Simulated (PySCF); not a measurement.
C₆H₉ (charge +1).
Z-matrix (Å and degrees, PBE0-D3(BJ)/def2-SVP geometry), rows numbered from 1:
```
C 
C   1  1.5284
C   2  1.5294  1  114.57
C   2  1.4643  1  112.00  3  -128.75
C   4  1.3767  2  150.52  1   -24.79
C   5  1.3552  4   60.51  2  -178.90
H   1  1.0981  2  109.33  3   -58.46
H   1  1.1001  2  110.92  3    60.17
H   1  1.0994  2  112.06  3  -177.98
H   2  1.1138  1  108.22  3   120.60
H   3  1.0994  2  112.05  1   177.92
H   3  1.0979  2  109.30  1    58.38
H   3  1.1001  2  110.87  1   -60.30
H   5  1.0923  4  150.45  6  -179.54
H   6  1.0923  4  150.48  5   179.44
```

Linear response at B3LYP/def2-SVPD (PySCF, frozen core in the response, non-relativistic).

Static isotropic polarisability: 60.81 au (9.01 Å³), principal values 46.7, 62.7, 73.0 au.

Task: What is the polarisability at 1064 nm and at the sodium D line?

Result: 61.23 au at 1064 nm (+0.7 %), 62.23 au at 589.3 nm (+2.3 %). The rise at 589.3 nm is 3.35 times that at 1064 nm; a pure ω² law gives 3.26. The lowest singlet lies at 207 nm, shorter than both wavelengths.

Task: What is the isotropic C6 coefficient between two such ions, C6 = (3/π)∫α(iω)² dω?

Result: 1646 au (Eh·bohr⁶) by a ten-point quadrature over imaginary frequencies, which is 983 eV·Å⁶ or 94.9 J·nm⁶/mol.

Task: Which effective excitation energy ω̄ makes London's formula C6 = (3/4)α²ω̄ exact here?

Result: ω̄ = 4·C6/(3α²) = 0.593 Eh = 16.1 eV. A one-pole form α(ω) = α/(1 − ω²/ω̄²) fitted to the 1064 nm value gives 14.0 eV.

Task: How many electrons N does the Slater–Kirkwood formula C6 = (3/4)·√N·α^(3/2) need to give this C6?

Result: N = (4·C6/3)²/α³ = 21.4; the species has 44 electrons in all.

Task: What does −C6/R⁶ come to at R = 12 Å between centres?

Result: -32 J/mol. This is the leading, orientation-averaged term; C8 and higher terms are left out. The Coulomb repulsion of the two net charges at that distance is 116 kJ/mol.

Task: How anisotropic is the static polarisability, by Δα² = ½[(α1 − α2)² + (α2 − α3)² + (α3 − α1)²]?

Result: Δα = 22.9 au, or 0.38 of the isotropic value.

Task: What molar refraction at the D line follows from R = (4π/3)·N_A·α′, with α′ the polarisability volume?

Result: α′ = 9.22 Å³ gives R = 23.26 cm³/mol, for isolated, non-vibrating species.

Task: The lowest 6 singlets have (eV, f): 6.00, 0.001; 6.01, 0.000; 6.11, 0.004; 6.30, 0.043; 6.39, 0.001; 6.61, 0.036. What share of the static polarisability do they carry in the sum over states α = Σ f/ω²?

Result: 1.54 au, 2.5 % of α; the largest term, 0.81 au, is that of the state at 6.30 eV. Their oscillator strengths add up to 0.09. Higher states carry the rest.

Task: What three-body coefficient follows from the one-pole estimate C9 = (3/4)·α·C6?

Result: 75100 au. This is an estimate from the two numbers above, not a computed integral.

Hardware: one thread of an Arm Neoverse V2, shared host with 96 logical CPUs at a one-minute load of 57. Cost: 23 s, 0.79 GiB resident at most. This is the whole response run at B3LYP/def2-SVPD, SCF included.

One conformer stands for the species.
